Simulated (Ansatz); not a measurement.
# C3H5FS: one species, many methods

Aim: compute C3H5FS with functionals from several rungs and with coupled cluster. The yardstick is the atomisation energy at the CCSD(T) limit.

Computed with Ansatz 0.2.0, Gaussian basis. Level: functionals in def2-TZVPP, the program's frozen cores in correlated methods.

Levels to be run: PBE-D4, r2SCAN-D4, PBE0-D4, B3LYP-D4, ωB97X-V, ωB97M-V, B2PLYP; CCSD(T)/def2-TZVPP; MP2/def2-QZVPP; extrapolation to the limit.

## (1) The relaxed structure

An earlier PBE0-D4 in a triple-zeta def2 set relaxation fixed the geometry.

SMILES `C=C(S)CF`, 10 atoms, charge 0, spin multiplicity 1.

Atoms are counted from 1 here; the program's logs count them from 0.

Bond lengths: C1–C2 1.326 Å, C1–H6 1.082 Å, C1–H7 1.082 Å, C2–S3 1.761 Å, C2–C4 1.495 Å, S3–H8 1.345 Å, C4–F5 1.374 Å, C4–H9 1.095 Å, C4–H10 1.097 Å. Angles: C2–C1–H6 121.4°, C2–C1–H7 120.1°, H6–C1–H7 118.5°, C1–C2–S3 121.2°, C1–C2–C4 123.7°, S3–C2–C4 114.8°, C2–S3–H8 97.0°, C2–C4–F5 111.7°, C2–C4–H9 110.1°, C2–C4–H10 110.2°, F5–C4–H9 108.4°, F5–C4–H10 107.9°, H9–C4–H10 108.3°.

## (2) PBE-D4 (GGA)

in.yaml reads:

```yaml
crystal:
  periodic: [false, false, false]
  atoms:
    - {symbol: C, position_ang: [-0.405038, 0.168368, 1.460557]}
    - {symbol: C, position_ang: [0.101068, -0.234136, 0.302690]}
    - {symbol: S, position_ang: [1.162125, -1.636044, 0.207781]}
    - {symbol: C, position_ang: [-0.261760, 0.368306, -1.016565]}
    - {symbol: F, position_ang: [-1.086586, 1.457494, -0.869017]}
    - {symbol: H, position_ang: [-0.110883, -0.290996, 2.395506]}
    - {symbol: H, position_ang: [-1.136060, 0.966360, 1.484718]}
    - {symbol: H, position_ang: [1.952394, -1.176145, -0.778407]}
    - {symbol: H, position_ang: [-0.773962, -0.372171, -1.640011]}
    - {symbol: H, position_ang: [0.641801, 0.697763, -1.544354]}
basis:
  gaussian: {orbitals: def2-TZVPP}
hamiltonian: {xc: pbe, dispersion: d4}
output: {forces: true, orbitals: {seedname: orbitals}}
```

Launch:

```bash
ansatz run in.yaml --threads 4 --pin off --events-out ev --progress --plain --max-ram 10444MiB
```

Further steps of the session: r2SCAN-D4 (meta-GGA); PBE0-D4 (hybrid); B3LYP-D4 (hybrid); ωB97X-V (range-separated); ωB97M-V (range-separated); B2PLYP (double hybrid); CCSD(T) in def2-TZVPP; MP2 in def2-QZVPP.

**Question.** What will the summary of the whole plan be? Wanted: atomisation energy, CCSD(T)/CBS; farthest; mean size of error, hybrid; mean size of error, range-separated; gap, smallest and largest; T1 diagnostic; triples share of the correlation energy.

**Answer**, as computed:

| quantity | value |
| --- | --- |
| atomisation energy, CCSD(T)/CBS | 40.164 eV |
| functionals within 0.201 eV (0.5 %) | B3LYP-D4, ωB97X-V |
| farthest | PBE-D4 (+1.298 eV) |
| mean size of error, hybrid | 0.201 eV |
| mean size of error, range-separated | 0.159 eV |
| gap, smallest and largest | 4.51 eV (PBE-D4), 11.09 eV (ωB97X-V) |
| T1 diagnostic | 0.0115 |
| triples share of the correlation energy | 4.0 % |

In words: PBE-D4 misses by +1.298 eV. Double hybrids carry the basis error of their MP2 part in triple zeta, and no dispersion term here, so their miss is partly the set-up's. The reference freezes the cores and leaves out relativity and excitations past (T), so misses under about 0.201 eV can't be ranked. Hartree-Fock recovers 72 % of the binding; the rest is correlation. The gap grows from 4.5 to 11.1 eV across the functionals, mostly with the share of exact exchange.
